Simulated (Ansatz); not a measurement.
Input file:

```yaml
crystal:
  periodic: [false, false, false]
  atoms:
    - {symbol: B, position_ang: [-0.005869, 0.011300, 0.011192]}
    - {symbol: H, position_ang: [0.408816, 0.823795, 0.821845]}
    - {symbol: H, position_ang: [-0.430196, -0.796394, 0.821653]}
    - {symbol: H, position_ang: [-0.418681, 0.819946, -0.804251]}
    - {symbol: H, position_ang: [0.503005, -0.968551, -0.959292]}
basis:
  gaussian: {orbitals: "6-31G*"}
magnetization: {spin_polarized: false, initial_magnetization: 1}
correlation: {method: fic_nevpt4_sd, electrons: valence, active_space: {window: {electrons: 3, orbitals: 4}}}
scf: {lower_state_search: full}
```

```sh
$ ansatz run in.yaml --threads 1 --pin off --events-out ev --progress --plain --max-ram 2393MiB
```

Log:

```
267 factors; integrals over basis functions are off by at most 9.7e-4 eV
mean field evaluation 1: about -730.1184 eV, gradient 9.6e0 eV
mean field evaluation 2: about -730.1191 eV, gradient 9.6e0 eV
mean field evaluation 4: about -730.5263 eV, gradient 3.7e-1 eV
mean field evaluation 8: about -730.5341 eV, gradient 3.7e-2 eV
mean field evaluation 16: about -730.5331 eV, gradient 1.4e-1 eV
mean field evaluation 32: about -730.5268 eV, gradient 2.8e-1 eV
mean field evaluation 64: about -730.5341 eV, gradient 4.4e-5 eV
mean field -730.53412597 eV, -26.8466339556 hartree, gradient 2.2e-6 eV, S^2 0.750000; 5 other end points of the search recorded, 0 dependent functions left out
reference -730.53412597 eV, -26.8466339556 hartree; 5, 4 occupied and 18, 19 virtual orbitals, 267 factors
state -731.24266429 eV, -26.8726722586 hartree
state -731.24266429 eV, -26.8726722586 hartree; corrected -733.92918209 eV, -26.9713999668 hartree
Total energy: -733.92918209 eV, -26.9713999668 hartree
```

Ran on 1 thread of Arm Neoverse V2, shared host: 0.3 s wall, 0.07 GiB peak host memory.
